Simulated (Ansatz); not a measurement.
## singlet PS(+): levels of theory in one basis

```yaml
atoms:
  - { symbol: P, position_ang: [0.0000, 0.0000, -0.9891] }
  - { symbol: S, position_ang: [0.0000, 0.0000, 0.9891] }
```

Basis set: def2-SVP (spherical functions). Frozen core: 10 orbitals. Charge 1, multiplicity 1.

Computed with Ansatz (development build ahead of 0.2.0); each method stands on the lowest determinant of its kind that the runs found.

```tsv
method	E − E(RHF) (eV)	<S²> of the determinant
RHF	0.00	–
UHF	-0.52	0.98
RHF-MP2	-6.87	–
RHF-CCSD(T)	-7.73	–
UHF-CCSD(T)	-7.61	0.98
RHF-CCSDT(Q)	-7.81	–
UHF-CCSDT(Q)	-7.82	0.98
```

What does UHF-MP2 give on the same scale?

-5.69 eV.

Caution for RHF, RHF-MP2, RHF-CCSD(T), RHF-CCSDT(Q): an unrestricted determinant lies well below. Caution for UHF, UHF-MP2, UHF-CCSD(T), UHF-CCSDT(Q): the unrestricted determinant is a mixture of spin states. Caution for UHF-MP2, UHF-CCSD(T), UHF-CCSDT(Q): a plain start can end on a higher determinant. Caution for UHF-CCSD(T): the program doubts this total; another reference gives a lower total.
